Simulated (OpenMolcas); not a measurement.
**Which level was it?**

AlClO has 3 atoms, charge 0, and is taken as a singlet. As SMILES, `[O]=[Al][Cl]`. The shape comes from GFN2-xTB, which is rough for such elements, and wasn't checked as a minimum.

```xyz
3

O     0.1075    1.6943    0.2460
Al    0.0093    0.1472    0.0214
Cl   -0.1168   -1.8415   -0.2673
```

A calculation with OpenMolcas 26.06 gave:

- total energy: -768.8865 Eh
- dipole moment: 0.18 D
- HOMO energy: -3.56 eV
- LUMO energy: 2.43 eV
- HOMO–LUMO gap: 5.99 eV

Problem. Which of these levels gave the numbers?
A. SVWN5/STO-3G
B. PBE/STO-3G
C. B3LYP/STO-3G
D. HF/STO-3G

Solution. C. The others give -765.7661 Eh (SVWN5/STO-3G), -768.4763 Eh (PBE/STO-3G), -767.4373 Eh (HF/STO-3G).
